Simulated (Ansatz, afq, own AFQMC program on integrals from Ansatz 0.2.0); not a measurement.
Where AFQMC and coupled cluster stand for Nb, sextet

A free Nb atom.

Basis def2-TZVP with its core potentials. Noble-gas cores (and the filled d shells of Ga–Kr and In–Xe) are frozen. Ansatz 0.2.0 and our own AFQMC program on the same integrals; the CISD trial comes from CCSD amplitudes, and released means the phaseless constraint is let go. Error bars are statistical, one sigma. No spin–orbit coupling. The metal's outer-core s and p shells are frozen, which shifts wave-function levels against functionals.

Determinant: UHF, the one that the program's search chose, which needn't be the lowest solution.

Full CI on the same integrals is exact in this basis and with this determinant's frozen core.

Cautions: no spin-orbit coupling; outer-core shells of the metal frozen; the released energies have errors that jump between times, so the bars are unsure, so no released level is given (meV from the phaseless value at times in 1/Eh: 9 ± 13 at 0.60, -4.7 ± 1.0 at 1.20, -40 ± 34 at 2.00, -3.7 ± 2.2 at 3.00, 3 ± 6 at 4.20), though the last usable value meets full CI within the noise.

* T1 diagnostic: 0.0077
* weight of the determinant in the CISD state: 0.971
* ⟨S²⟩ of the determinant: 8.754
* size of the correlated space: 5 electrons in 36 orbitals

| level | correlation energy (eV) |
| --- | --- |
| MP2 | -1.0697 |
| CCSD | -1.2746 |
| CCSD(T) | -1.2917 |

**Question.** Estimate where phaseless AFQMC with the Hartree–Fock trial lies against CCSD(T) on the same integrals.

**Answer.** 79.3 ± 10.3 meV above CCSD(T).

Reference: full CI, correlation energy -1.298 eV.

| level | E − E(reference) (meV) | share of correlation (%) |
| --- | --- | --- |
| CCSD(T) | 6.8 | 99.48 |
| CCSDT | 0.8 | 99.94 |
| CCSDT(Q) | 0.2 | 99.99 |
| CCSDTQ | 0.0 | 100.00 |
| ph-AFQMC/HF | 86.1 ± 10.3 | 93.37 |
| ph-AFQMC/CISD | 8.5 ± 0.7 | 99.35 |

CCSDT and higher add their correlation energy to the determinant of the CCSD(T) run, since their own runs factorise the integrals more tightly (a shift of under 2 meV).
